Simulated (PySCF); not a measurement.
Structure problem from calculated spectra and properties.

Formula: C3H7OP.

| Property | Result |
| --- | --- |
| Rotational structure | rotational constants A, B, C: 5.537, 4.178, 3.029 GHz [PBE0-D3(BJ)/def2-SVP] |
| Triplet | lowest triplet excitation (Tamm–Dancoff): 5.63 eV [TDA B3LYP/def2-SVPD] |
| Polarisability | 61.9 au [B3LYP/def2-SVPD] |
| XPS | P2p3/2 137.9, C1s 290.8 (×2), C1s 291.2, O1s 536.2, P1s 2151.8 eV [ΔSCF SCAN, pcX-2 on the ionised atom, pcseg-1 elsewhere, spin-free X2C, 2p3/2 from a spin–orbit splitting computed afterwards within the 2p shell] |
| UV, first state | lowest singlet excitation: 5.92 eV (210 nm, f = 0.014) [TDDFT B3LYP/def2-SVPD] |
| 13C NMR | chemical shifts (computed TMS as zero) by class: 15.9 (1 C), 10.2 (2 C) ppm [GIAO PBE0/pcSseg-1] |

Gas-phase values; electronic properties from PySCF, density fitting. Levels stand in brackets. Isolated species at its PBE0-D3(BJ)/def2-SVP geometry, gas phase. NMR classes are plain means over equivalent atoms (diastereotopic ones count apart unless rotation or inversion swaps them), as if these changed places fast.

Task: What is the compound? Reason from the data.

Result: Numbering: `[CH3:1][P:2]1(=[O:3])[CH2:4][CH2:5]1`. 3 carbons fall into 2 classes; from least to most shielded: chain sp3 carbon bound to phosphorus [C1] (15.9 ppm), ring sp3 carbon bound to phosphorus [C4/C5] (10.2 ppm, 2 C). The core levels belong to: P2p3/2 137.9 eV, phosphoryl phosphorus [P2]; C1s 290.8 eV, sp3 carbon bound to phosphorus [C4/C5]; C1s 291.2 eV, sp3 carbon bound to phosphorus [C1]; O1s 536.2 eV, phosphoryl oxygen [O3]; P1s 2151.8 eV, phosphoryl phosphorus [P2]. By its constants the optimised geometry is an asymmetric top. Structure: `CP1(=O)CC1`. Computed isomers that give other values at the same levels: `C[C@@H]1C[P@@H]1=O` (rotational constant A: 6.749 GHz; this holds for the one conformer computed); `CPC(C)=O` (core binding energies: P2p3/2 136.5, C1s 291.0, C1s 291.1, C1s 293.1, O1s 537.4, P1s 2150.0 eV). The assignments are read from this structure; whether some other isomer fits the data as well wasn't checked.
